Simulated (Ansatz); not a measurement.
The input, for Ansatz 0.2.0:

```yaml
crystal:
  periodic: [false, false, false]
  atoms:
    - {symbol: Ge, position_ang: [0.000000, -0.045347, 0.438796]}
    - {symbol: O, position_ang: [0.000000, 0.122112, -2.066614]}
    - {symbol: H, position_ang: [0.000000, 1.329735, 1.181060]}
basis:
  gaussian: {orbitals: cc-pVTZ}
magnetization: {spin_polarized: true, initial_magnetization: 3}
correlation: {method: ccsdt_q, electrons: outside_noble_gas}
```

```sh
$ ansatz run in.yaml --threads 2 --pin off --events-out ev --progress --plain --max-ram 16896MiB --backend cuda --devices 0, --max-vram 18GiB
```

Output:

```
996 factors; integrals over basis functions are off by at most 1.9e-7 eV
mean field evaluation 1: about -58522.1041 eV, gradient 1.4e1 eV
mean field evaluation 2: about -58522.1076 eV, gradient 1.4e1 eV
mean field evaluation 4: about -58523.9527 eV, gradient 3.7e0 eV
mean field evaluation 8: about -58524.6786 eV, gradient 3.4e-1 eV
mean field evaluation 16: about -58524.6878 eV, gradient 8.0e-5 eV
mean field evaluation 32: about -58524.6858 eV, gradient 6.7e-2 eV
mean field evaluation 64: about -58516.7028 eV, gradient 2.1e1 eV
mean field evaluation 96: about -58523.8803 eV, gradient 1.2e-2 eV
mean field evaluation 128: about -58524.6869 eV, gradient 2.4e-2 eV
mean field evaluation 160: about -58524.6176 eV, gradient 3.2e-1 eV
...
cycle  34  -7.58519899 eV  change   -6.6e-6 eV  update   4.6e-6
cycle  35  -7.58520343 eV  change   -4.4e-6 eV  update   3.9e-6
cycle  36  -7.58520666 eV  change   -3.2e-6 eV  update   3.3e-6
cycle  37  -7.58520753 eV  change   -8.6e-7 eV  update   2.7e-6
cycle  38  -7.58520774 eV  change   -2.1e-7 eV  update   2.3e-6
cycle  39  -7.58520670 eV  change    1.0e-6 eV  update   1.9e-6
cycle  40  -7.58520456 eV  change    2.1e-6 eV  update   1.5e-6
cycle  41  -7.58520286 eV  change    1.7e-6 eV  update   1.2e-6
cycle  42  -7.58520120 eV  change    1.7e-6 eV  update   1.1e-6
cycle  43  -7.58520019 eV  change    1.0e-6 eV  update   7.9e-7
perturbative correction -0.02138581 eV, -0.0007859139 hartree
Total energy: -58532.29435988 eV, -2151.0221431116 hartree
```

Ran on 2 threads of AMD EPYC 7R13 with a shared H100 80 GB, shared host: 43 s wall, 0.89 GiB peak host memory.
